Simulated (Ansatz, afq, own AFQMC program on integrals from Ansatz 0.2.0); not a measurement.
**AlGeH, triplet in cc-pVDZ along one coordinate**

```xyz
3

Ge    0.0000   -0.0088    0.6666
Al    0.0000   -0.0265   -1.7820
H     0.0000    1.3471   -0.3412
```

The Ge1–Al2 distance is changed with both sides rigid. Energies in mEh count from this geometry (2.449 Å) at the same level; the start stands on UHF, each point on the determinant named.

Basis cc-pVDZ. Noble-gas cores (and the filled d shells of Ga–Kr and In–Xe) are frozen. Ansatz 0.2.0 and our own AFQMC program on the same integrals; the CISD trial comes from CCSD amplitudes, and released means the phaseless constraint is let go. Error bars are statistical, one sigma. No spin–orbit coupling.

Cautions, each for one point or more: higher spins were not checked; inner d shell frozen; lower spins were not checked; no relativity below Rb; no spin-orbit coupling; raised T1 diagnostic; released walk and highest rung disagree; unrestricted determinant slightly spin contaminated.

```json
{"r(Ge1–Al2) / Å": "1.955", "det.": "UHF", "T1": "0.030", "weight": "0.87", "⟨S²⟩": "2.04", "B2PLYP": "74.1", "PBE": "72.6", "CCSD(T)": "81.1"}
{"r(Ge1–Al2) / Å": "2.985", "det.": "UHF", "T1": "0.041", "weight": "0.85", "⟨S²⟩": "2.06", "B2PLYP": "16.6", "PBE": "16.3", "CCSD(T)": "15.7"}
{"r(Ge1–Al2) / Å": "5.418", "det.": "UHF", "T1": "0.017", "weight": "0.87", "⟨S²⟩": "2.03", "B2PLYP": "77.4", "PBE": "85.6", "CCSD(T)": "73.1"}
```

**Question.** Estimate the curve of CCSDT(Q), counted from the same start.

**Answer.** 
```csv
r(Ge1–Al2) / Å,det.,T1,weight,⟨S²⟩,CCSDT(Q),ph-AFQMC/CISD
1.955,UHF,0.030,0.87,2.04,81.4,81.9 ± 0.5
2.985,UHF,0.041,0.85,2.06,15.4,17.3 ± 0.5
5.418,UHF,0.017,0.87,2.03,74.0,75.0 ± 0.4
```

Weight is that of the determinant in the CISD state; at the start T1 is 0.037 and the weight 0.85, and ⟨S²⟩ is 2.07. Largest departures from CCSDT(Q), at the points where its series has closed: CCSD(T) -0.9 mEh at 5.418 (on UHF), ph-AFQMC/CISD 1.0 mEh at 5.418 (on UHF), B2PLYP -7.2 mEh at 1.955, PBE 11.5 mEh at 5.418. Functionals count only at points shown to share the start's state and spin. In this small basis the wave-function levels are far from their limit, so their gap to the functionals isn't the functionals' error.

A walk keeps the symmetry of its determinant, which the program's search chose and which needn't be the lowest solution, so a lower state of the same spin and another symmetry isn't excluded.
